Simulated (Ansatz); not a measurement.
## How far each method lies from full CI for BH4, doublet

Geometry: a point of a breathe scan, not a stationary point.

```xyz
5

B     0.0000    0.0000    0.0000
H     0.8290    1.6242    1.6205
H    -0.8482   -1.6146    1.6201
H    -0.8252    1.6165   -1.6301
H     0.8445   -1.6261   -1.6105
```

Basis 6-31G; Ansatz 0.2.0. Only valence electrons are correlated (noble-gas cores frozen), which leaves 7 electrons in 16 orbitals. R marks a restricted (for open shells ROHF) determinant, U an unrestricted one. Active spaces: pair = (3e, 3o) about the gap; valence = (7e, 8o) chosen from the atoms' valence shells.

Full CI is exact within this basis and frozen core; it isn't the basis-set limit. The frozen core follows each run's orbitals, which can shift R against U totals by a few meV.

The R cluster runs have T1 = 0.220 on a determinant 1.01 eV above the lowest RHF solution, too large to trust, so RMP2, RCCSD, RCCSD(T), RCCSDT(Q), RCCSDT aren't compared. BCCD(T) turns its orbitals far from the restricted determinant (T1 = 0.392 for the singles of that rotation), so its spin and state can't be checked, and it isn't compared.

```
UHF ⟨S²⟩                          : 2.539
T1 diagnostic (RCCSD)             : 0.2202
largest doubles amplitude (RCCSD) : 0.265
```

```
                            level  E − E(full CI) (kcal/mol)  share of correlation (%)  wall time
           CASSCF (valence space)                       8.56                     95.18          –
           NEVPT2 (valence space)                       2.59                     98.54      6.5 s
           MRCISD (valence space)                       0.23                     99.87          –
         MRCISD+Q (valence space)                       0.15                     99.92      8.5 s
MRCISD+Q(relaxed) (valence space)                      -0.07                    100.04       11 s
```

The correlation energy at full CI, counted from the determinant under the R cluster runs, is -7.698 eV. That run took 27 s on 1 thread of Intel Xeon, shared host over 254,368 determinants.

Run but not shown, since their state, orbitals or frozen core can't be matched to the reference's or they repeat it: RHF, UHF, RMP2, UMP2, CISD, RCCSD, UCCSD, RCCSD(T), UCCSD(T), BCCD(T), RCCSDT, UCCSDT, CISDTQ, RCCSDT(Q), UCCSDT(Q), RCCSDTQ, UCCSDTQ, CASSCF (pair space), NEVPT2 (pair space), MRCISD (pair space), MRCISD+Q (pair space).

Times hold each run's SCF and search for its determinant on a shared host, so for small cases they say little of a method's own cost; they ran on 1 thread of Intel Xeon.

The full-CI state has the irrep A1 of C2v, in the program's axes (one component, if the state is degenerate).

Natural occupations of full CI about the gap: 1.872 1.421 1.421 1.090 0.671 0.191 0.191 0.130 0.005 0.003; effectively unpaired electrons, Σ n²(2−n)², 3.49. No single determinant describes this state well, so single-reference rows can miss without a flag.
